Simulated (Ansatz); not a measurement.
Results of revPBE in Ansatz (PAW) for bcc Fe.

The input as run:

Ansatz 0.2 input:
```yaml
crystal:
  lattice:
    - [-1.4358014423, 1.4358014423, 1.4358014423]
    - [1.4358014423, -1.4358014423, 1.4358014423]
    - [1.4358014423, 1.4358014423, -1.4358014423]
  atoms:
    - { symbol: Fe, position: [0.0, 0.0, 0.0], spin: 2.5 }
basis:
  ecutwfc: 520
  ecutrho_ratio: 4
  xc_grid: 2
kpoints:
  mp_grid: { grid: [26, 26, 26] }
hamiltonian:
  xc: revpbe
  dispersion: none
  pseudopotentials: { kind: paw }
scf:
  occupations: { method: fermi_dirac, width: 0.05 }
  convergence: { dr2_threshold: 0.0000000001 }
output:
  forces: false
  stress: true
  eigenvalues: true
magnetization:
  spin_polarized: true
```

Task: How many irreducible k-points, plane waves at Γ does the program set up, and what pressure does the run end with?

Result: 511 irreducible k-points, 321 plane waves at Γ; P = -3.30 GPa, so the cell is stretched on average and its volume would shrink at this level.

Excerpt of the program's output:

```
Crystal: 1 atoms, lattice volume = 11.840 Å³
Basis set: ecut = 520 eV, 321 PW (Γ), exchange–correlation on 40×40×40 points (8 copies of the dense FFT grid, shifted against one another)
Bands: 14, of which v1, the nominal top of the filled ones, is band 8 counted from 1 (7 counted from 0)
Symmetry: 48 space group operations
Space group: Im-3m (ITA 229), of the structure as read, at distance tolerance 2.3e-5 Å
k-points: 511 of 17576
Initial density: superposition of atomic densities (chi_scale 0.1, normalization cell)
Functional: x = revpbe(κ = 1.245, μ = 0.2195149727645171), c = pbe(β = 0.06672455060314922)
SCF 1 converged in 13 iterations: F = -4483.901733 eV  dr2 = 3.83e-13
SCF converged after 13 iterations
Magnetization: 2.2466 μB (9.1233 up, 6.8767 down)
Free energy (F): -4483.901733 eV
Internal energy: -4483.893157 eV  (E = F + TS)
E sigma→0 (E₀):  -4483.897445 eV
Fermi energy:    17.673504 eV
--- Stress (GPa, compression-positive) ---
       -3.301095       0.000000      -0.000000
        0.000000      -3.301095      -0.000000
        0.000000      -0.000000      -3.301095
  P = ⅓ Tr σ = -3.3011 GPa (-33.011 kbar)
```

The cell is one volume of an energy–volume scan, off the minimum.

The PAW data were made under PBE.

It cost around 24 core-seconds (rough) of CPU time.

Ansatz is a first-principles code.
